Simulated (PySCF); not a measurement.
# C2H3F (SMILES C=CF) at 6 levels

Aim: a comparison of 6 runs (B3LYP/def2-TZVP, M06-2X/def2-TZVP, SVWN5/def2-TZVP, r2SCAN/def2-TZVP, SCS-MP2/def2-TZVP, CCSD(T)/def2-TZVP) of C2H3F. Input form: a Python script.

Program for the calculation: PySCF 2.14.0.

2 further runs of the same task are left out: 2 set aside as unsound or not needed.

## 1. The molecule

The species is C2H3F (6 atoms), meant as a singlet with charge 0. SMILES: `C=CF`. Geometry: relaxed at PBE0-D4/def2-TZVP.

Bond lengths: C1–C2 1.316 Å, C2–F3 1.336 Å, C1–H4 1.082 Å, C1–H5 1.081 Å, C2–H6 1.084 Å. Angles: C1–C2–F3 122.3°, C1–C2–H6 125.7°, F3–C2–H6 112.0°, C2–C1–H4 121.6°, C2–C1–H5 119.2°, H4–C1–H5 119.2°.

## 2. A single-point energy at B3LYP/def2-TZVP (run 1)

run.py reads:

```python
from pyscf import gto, dft

mol = gto.M(
    atom='''
C     -1.013271     0.144375    -0.836771
C      0.925966    -0.030803     0.711671
F      1.825853    -2.253309     1.503277
H     -1.972685    -1.518017    -1.543150
H     -1.663337     1.991960    -1.416728
H      1.976842     1.544662     1.494206
''',
    charge=0,
    verbose=4,
    max_memory=1860,
    unit='bohr',
    basis='def2-tzvp',
)

calc0 = dft.RKS(mol)
calc0.xc = 'b3lyp'
calc0.grids.level = 5
calc0.conv_tol = 1e-10
calc0.kernel()
if not calc0.converged:
    calc0 = calc0.newton().run(calc0.mo_coeff, calc0.mo_occ)

e_tot = calc0.e_tot
print('Final energy', e_tot)
```

Run with:

```sh
$ OMP_NUM_THREADS=1 python run.py
```

Output:

```text
PySCF version 2.14.0

[INPUT] num. atoms = 6
[INPUT] num. electrons = 24
[INPUT] charge = 0
[INPUT] spin (= nelec alpha-beta = 2S) = 0
[INPUT] symmetry False subgroup None
[INPUT] Mole.unit = bohr
[INPUT] Symbol           X                Y                Z      unit          X                Y                Z       unit  Magmom
[INPUT]  1 C     -0.536199921686   0.076399959827  -0.442800143959 AA   -1.013271000000   0.144375000000  -0.836771000000 Bohr   0.0
[INPUT]  2 C      0.490000105287  -0.016300245628   0.376600074873 AA    0.925966000000  -0.030803000000   0.711671000000 Bohr   0.0
[INPUT]  3 F      0.966199798090  -1.192399771961   0.795499930100 AA    1.825853000000  -2.253309000000   1.503277000000 Bohr   0.0
[INPUT]  4 H     -1.043899946324  -0.803300002189  -0.816599813031 AA   -1.972685000000  -1.518017000000  -1.543150000000 Bohr   0.0
[INPUT]  5 H     -0.880200034480   1.054099837064  -0.749700171672 AA   -1.663337000000   1.991960000000  -1.416728000000 Bohr   0.0
[INPUT]  6 H      1.046099735990   0.817399928974   0.790699763620 AA    1.976842000000   1.544662000000   1.494206000000 Bohr   0.0

nuclear repulsion = 67.7933085989442
number of shells = 45
number of NR pGTOs = 162
number of NR cGTOs = 111
basis = def2-tzvp
ecp = {}

******** <class 'pyscf.dft.rks.RKS'> ********
method = RKS
initial guess = minao
damping factor = 0
level_shift factor = 0
DIIS = <class 'pyscf.scf.diis.CDIIS'>
diis_start_cycle = 1
diis_space = 8
diis_damp = 0
SCF conv_tol = 1e-10
SCF conv_tol_grad = None
SCF max_cycles = 50
direct_scf = True
direct_scf_tol = 1e-13
XC library pyscf.dft.libxc version 7.0.0
    S. Lehtola, C. Steigemann, M. J.T. Oliveira, and M. A.L. Marques.,  SoftwareX 7, 1–5 (2018)
XC functionals = b3lyp
    P. J. Stephens, F. J. Devlin, C. F. Chabalowski, and M. J. Frisch.,  J. Phys. Chem. 98, 11623 (1994)
radial grids:
    Treutler-Ahlrichs [JCP 102, 346 (1995); DOI:10.1063/1.469408] (M4) radial grids

becke partition: Becke, JCP 88, 2547 (1988); DOI:10.1063/1.454033
pruning grids: <function nwchem_prune>
grids dens level: 5
symmetrized grids: False
atomic radii adjust function: <function treutler_atomic_radii_adjust>
small_rho_cutoff = 0
Set gradient conv threshold to 1e-05
Initial guess from minao.
tot grids = 200456
init E= -178.126077617434
  HOMO = -0.303958462409032  LUMO = -0.0541049301631773  gap/eV = 6.79886
cycle= 1 E= -177.8614870305  delta_E= 0.265  |g|= 0.495  |ddm|= 1.79
  HOMO = -0.229021588242237  LUMO = 0.0233790727785816  gap/eV = 6.86817
cycle= 2 E= -177.818351041577  delta_E= 0.0431  |g|= 0.709  |ddm|= 0.787
  HOMO = -0.267751985773913  LUMO = 0.00652253583864848  gap/eV = 7.46339
cycle= 3 E= -177.904401836538  delta_E= -0.0861  |g|= 0.0718  |ddm|= 0.483
  HOMO = -0.279951895413578  LUMO = -0.00392301493661051  gap/eV = 7.51113
cycle= 4 E= -177.905494883878  delta_E= -0.00109  |g|= 0.0249  |ddm|= 0.0617
  HOMO = -0.276335321400005  LUMO = -0.000442679027241155  gap/eV = 7.50742
cycle= 5 E= -177.905636737723  delta_E= -0.000142  |g|= 0.00669  |ddm|= 0.0193
  HOMO = -0.276258928466802  LUMO = -0.000379476056412642  gap/eV = 7.50706
cycle= 6 E= -177.905642188514  delta_E= -5.45e-06  |g|= 0.00368  |ddm|= 0.0069
  HOMO = -0.276459509911017  LUMO = -0.000529028431440537  gap/eV = 7.50845
cycle= 7 E= -177.905645230535  delta_E= -3.04e-06  |g|= 0.000151  |ddm|= 0.0022
  HOMO = -0.276453800040368  LUMO = -0.000522557616218222  gap/eV = 7.50847
cycle= 8 E= -177.905645236095  delta_E= -5.56e-09  |g|= 4.86e-05  |ddm|= 0.000148
  HOMO = -0.276454478368862  LUMO = -0.000523030181323492  gap/eV = 7.50848
cycle= 9 E= -177.905645236719  delta_E= -6.24e-10  |g|= 7.46e-06  |ddm|= 4.63e-05
  HOMO = -0.276454596685433  LUMO = -0.000523341064941008  gap/eV = 7.50847
cycle= 10 E= -177.905645236732  delta_E= -1.3e-11  |g|= 1.18e-06  |ddm|= 5.94e-06
  HOMO = -0.276454583974878  LUMO = -0.000523246841733993  gap/eV = 7.50847
Extra cycle  E= -177.905645236733  delta_E= -8.24e-13  |g|= 1.51e-06  |ddm|= 2.01e-06
converged SCF energy = -177.905645236733
Final energy -177.9056452367328
```

It took 23 s on 1 thread of Intel Xeon at 2.70GHz, shared host; peak memory 0.57 GiB.

## 3. A single-point energy at M06-2X/def2-TZVP (run 2)

job.py reads:

```python
# C=CF
from pyscf import gto, dft

molecule = gto.Mole()
molecule.atom = '''
C     -1.013271     0.144375    -0.836771
C      0.925966    -0.030803     0.711671
F      1.825853    -2.253309     1.503277
H     -1.972685    -1.518017    -1.543150
H     -1.663337     1.991960    -1.416728
H      1.976842     1.544662     1.494206
'''
molecule.max_memory = 1860
molecule.spin = 0
molecule.verbose = 3
molecule.basis = 'def2-tzvp'
molecule.unit = 'bohr'
molecule.build()

myscf = dft.RKS(molecule, xc='m06-2x')
myscf.conv_tol = 1e-10
myscf.grids.level = 5
myscf.kernel()
if not myscf.converged:
    myscf = myscf.newton().run(myscf.mo_coeff, myscf.mo_occ)

e_final = myscf.e_tot
print('E(%s) = %.9f' % ('M06-2X', e_final))
```

Run with:

```sh
$ OMP_NUM_THREADS=1 python job.py
```

Output:

```text
converged SCF energy = -177.825956168662
E(M06-2X) = -177.825956169
```

Wall time 30 s (1 thread of Intel Xeon at 2.70GHz, shared host); peak memory 0.63 GiB.

Runs 3 to 5 aren't shown in full; the table further down has their settings and results.

## 4. The energy at CCSD(T)/def2-TZVP (run 6)

input.py reads:

```python
from pyscf import gto, cc

mol = gto.M(
    atom='''
C     -0.536200     0.076400    -0.442800
C      0.490000    -0.016300     0.376600
F      0.966200    -1.192400     0.795500
H     -1.043900    -0.803300    -0.816600
H     -0.880200     1.054100    -0.749700
H      1.046100     0.817400     0.790700
''',
    max_memory=1860,
    verbose=3,
    spin=0,
    basis='def2-tzvp',
)

mf = mol.RHF()
mf.conv_tol = 1e-10
mf.kernel()
if not mf.converged:
    mf = mf.newton().run(mf.mo_coeff, mf.mo_occ)

mycc = cc.CCSD(mf, frozen=3)
mycc.kernel()
e_t = mycc.ccsd_t()
e_final = mycc.e_tot + e_t
print('E(%s) = %.9f' % ('CCSD(T)', e_final))
```

Run with:

```sh
$ OMP_NUM_THREADS=1 python input.py
```

Output:

```text
converged SCF energy = -176.961530616258
E(CCSD) = -177.546741408076  E_corr = -0.5852107918184655
CCSD(T) correction = -0.0217259879044859
E(CCSD(T)) = -177.568467396
```

Run time: 59 s. Hardware: 1 thread of Intel Xeon at 2.70GHz, shared host; peak memory 0.88 GiB.

## 5. The series

```csv
run,level,integration grid,frozen core orbitals,energy (Eh),dipole moment (D) of the reference,HOMO energy (eV),LUMO energy (eV),wall time
1,B3LYP/def2-TZVP,5,–,-177.905645,1.35,-7.52,-0.01,23 s
2,M06-2X/def2-TZVP,5,–,-177.825956,1.42,-9.06,1.22,30 s
3,SVWN5/def2-TZVP,5,–,-176.533717,1.27,-6.68,-1.03,9.9 s
4,r2SCAN/def2-TZVP,5,–,-177.807864,1.27,-6.72,-0.52,32 s
5,SCS-MP2/def2-TZVP,–,3,-177.519453,1.58,-10.49,4.11,5.4 s
6,CCSD(T)/def2-TZVP,–,3,-177.568467,1.58,-10.49,4.11,59 s
```

## 6. Results

| quantity | value |
| --- | --- |
| run 6: total energy | -177.56847 Eh |
| run 6: dipole moment (Hartree–Fock density) | 1.58 D |
| run 6: HOMO energy (Hartree–Fock orbitals) | -10.49 eV |
| run 6: LUMO energy (Hartree–Fock orbitals) | 4.11 eV |
| run 6: HOMO–LUMO gap (Hartree–Fock orbitals) | 14.60 eV |
| run 6: correlation energy (3 core orbitals frozen) | -606.9 mEh |
| run 6: (T) correction | -21.73 mEh |
| run 6: T1 diagnostic | 0.012 |

**Reading.** Over runs 1, 2, 3, 4 the dipole moment (its size) runs from 1.27 D (r2SCAN/def2-TZVP) to 1.42 D (M06-2X/def2-TZVP). Over runs 1, 2, 3, 4 the HOMO–LUMO gap runs from 5.66 eV (SVWN5/def2-TZVP) to 10.28 eV (M06-2X/def2-TZVP). Totals of different functionals can't be ranked against each other. All runs together took 2.7 min, the longest 59 s.
